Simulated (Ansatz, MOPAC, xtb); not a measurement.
Bond stretch in BeH, doublet.

GFN1-xTB (xtb); PM7, unrestricted, heats of formation (MOPAC); PM3, unrestricted, heats of formation (MOPAC); FCI = full CI/def2-SVP, frozen core in Ansatz (a program for electronic structure).

Energies relative to the lowest point of each curve near equilibrium, in mEh; the last columns give the difference from FCI:

| R / Å | GFN1-xTB | PM7 | PM3 | FCI | GFN1-xTB − FCI | PM7 − FCI | PM3 − FCI |
|---|---|---|---|---|---|---|---|
| 1.08 | 19.0 | 29.5 | 14.0 | 29.5 | -10.5 | 0.1 | -15.5 |
| 1.15 | 7.4 | 11.3 | 6.3 | 14.4 | -6.9 | -3.1 | -8.0 |
| 1.21 | 2.3 | 3.0 | 2.4 | 6.4 | -4.1 | -3.5 | -4.0 |
| 1.30 | 0.0 | 0.0 | 0.0 | 0.7 | -0.7 | -0.7 | -0.7 |
| 1.34 | 0.5 | 1.5 | 0.1 | 0.0 | 0.4 | 1.5 | 0.1 |
| 1.36 | 0.9 | 2.8 | 0.3 | 0.0 | 0.9 | 2.8 | 0.3 |
| 1.38 | 1.6 | 4.5 | 0.8 | 0.2 | 1.4 | 4.3 | 0.6 |
| 1.43 | 3.7 | 9.7 | 2.4 | 1.4 | 2.4 | 8.3 | 1.0 |
| 1.50 | 7.8 | 19.3 | 5.8 | 4.5 | 3.4 | 14.8 | 1.4 |
| 1.58 | 13.7 | 32.4 | 11.3 | 9.5 | 4.3 | 22.9 | 1.8 |
| 1.65 | 19.6 | 44.8 | 16.9 | 14.7 | 4.9 | 30.2 | 2.2 |
| 1.86 | 38.2 | 78.7 | 34.2 | 32.1 | 6.2 | 46.7 | 2.1 |
| 2.07 | 56.4 | 97.7 | 46.7 | 48.3 | 8.1 | 49.4 | -1.6 |
| 2.21 | 67.6 | 104.2 | 52.4 | 56.8 | 10.7 | 47.4 | -4.4 |
| 2.45 | 84.4 | 109.8 | 60.1 | 65.9 | 18.4 | 43.8 | -5.9 |
| 2.74 | 99.8 | 112.7 | 67.6 | 69.9 | 29.9 | 42.8 | -2.3 |
| 2.98 | 108.6 | 113.8 | 71.7 | 70.6 | 38.1 | 43.3 | 1.1 |
| 3.29 | 115.7 | 114.5 | 74.0 | 70.5 | 45.3 | 44.1 | 3.5 |
| 3.72 | 120.9 | 114.9 | 74.8 | 70.2 | 50.7 | 44.7 | 4.6 |
| 4.11 | 123.4 | 115.0 | 75.0 | 70.1 | 53.3 | 45.0 | 4.9 |
| 4.75 | 125.3 | 115.1 | 75.0 | 70.0 | 55.2 | 45.1 | 4.9 |
| 5.40 | — | 115.1 | 75.0 | 70.0 | — | 45.1 | 4.9 |

GFN1-xTB is furthest from FCI at 4.75 (55.2 mEh, above); its mean absolute difference over the points is 16.9 mEh.

PM7 is furthest from FCI at 2.07 (49.4 mEh, above); its mean absolute difference over the points is 26.8 mEh.

PM3 is furthest from FCI at 1.08 (-15.5 mEh, below); its mean absolute difference over the points is 3.4 mEh.

A dash means that the run gave no value there, or that the column was ended at a point which the program doubted or which failed a test of continuity chosen for this set; such a test can also cut sound points.
